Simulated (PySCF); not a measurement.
# Broadened absorption spectrum of 2,3-butadien-1-ol

Species: 2,3-butadien-1-ol, C4H6O.
Structure used (PBE0-D3(BJ)/def2-SVP), in Å, numbered top down from 1:
```xyz
11
C4H6O angstrom
C      2.3511    0.0253    0.0980
C      1.0969   -0.3188   -0.0416
C     -0.1652   -0.6406   -0.1876
C     -1.2867    0.3570   -0.3085
O     -2.2653    0.1799    0.6797
H      3.0036    0.1643   -0.7707
H      2.7912    0.1795    1.0891
H     -0.4510   -1.7008   -0.2012
H     -1.7982    0.2142   -1.2750
H     -0.8674    1.3815   -0.3145
H     -1.8313    0.2628    1.5358
```

Computed, not measured: TDDFT wB97X-D/def2-SVPD, vertical, gas phase, core orbitals frozen in the response in PySCF.

Computed states:

```json
{"state": "S1", "E (eV)": "5.92", "f": "0.0002"}
{"state": "S2", "E (eV)": "6.17", "f": "0.0007"}
{"state": "S3", "E (eV)": "7.08", "f": "0.047"}
{"state": "S4", "E (eV)": "7.40", "f": "0.025"}
{"state": "S5", "E (eV)": "7.49", "f": "0.297"}
{"state": "S6", "E (eV)": "7.56", "f": "0.015"}
{"state": "S7", "E (eV)": "7.80", "f": "0.712"}
{"state": "S8", "E (eV)": "8.06", "f": "0.078"}
{"state": "S9", "E (eV)": "8.41", "f": "0.042"}
{"state": "S10", "E (eV)": "8.62", "f": "0.0097"}
```

Each state is given a Gaussian of 0.5 eV full width at half maximum, with ε(max) = 2.175×10⁸ f / Δν̃ (Δν̃ the width in cm⁻¹). The width is an assumption, not a result. The curve ends short of the highest state used, and states not computed would add to its high-energy end.

**Question.** What does the envelope look like, and where are its maxima?

**Answer.** 
```tsv
λ (nm)	ε (L mol⁻¹ cm⁻¹)
154.7	28362
157.1	41184
159.5	47385
162.0	44594
164.4	36389
166.8	26769
169.3	17728
171.7	11143
174.1	6823
176.6	4139
179.0	2558
181.5	1465
183.9	777
186.3	367
188.8	152
191.2	66
193.6	40
196.1	37
198.5	42
200.9	45
203.4	44
205.8	39
208.2	32
210.7	25
213.1	18
215.5	12
218.0	8
220.4	5
222.8	3
225.3	2
227.7	1
230.1	0
232.6	0
235.0	0
237.4	0
239.9	0
```

Maxima: 202 nm (6.15 eV), ε about 45, made up of S1 (11%) and S2 (88%); 160 nm (7.75 eV), ε about 48000, made up of S5 (16%) and S7 (79%) (ε in L mol⁻¹ cm⁻¹; maxima over ε = 5, shares over 10%).

**Question.** Coming from long wavelengths, where does ε first pass 100 L mol⁻¹ cm⁻¹?

**Answer.** At about 190 nm (6.53 eV), 0.61 eV above S1.

**Question.** What would ε be at 7.75 eV, the highest of these maxima, with half the width (0.25 eV)?

**Answer.** About 71200 L mol⁻¹ cm⁻¹ against 47500, a factor of about 1.5; a lone state at its own centre would give exactly 2.

**Question.** On this curve, what absorbance would a 10⁻⁴ mol/L sample give at 222 nm over a 1 cm path?

**Answer.** 222 nm is 5.585 eV, where ε is about 3.5 L mol⁻¹ cm⁻¹, so A = ε c l ≈ 0.00035 (Beer–Lambert, with the gas-phase spectrum and the assumed width).

All these states lie below the vertical ionisation energy of 9.72 eV (ΔSCF).

One conformer stands for the species.
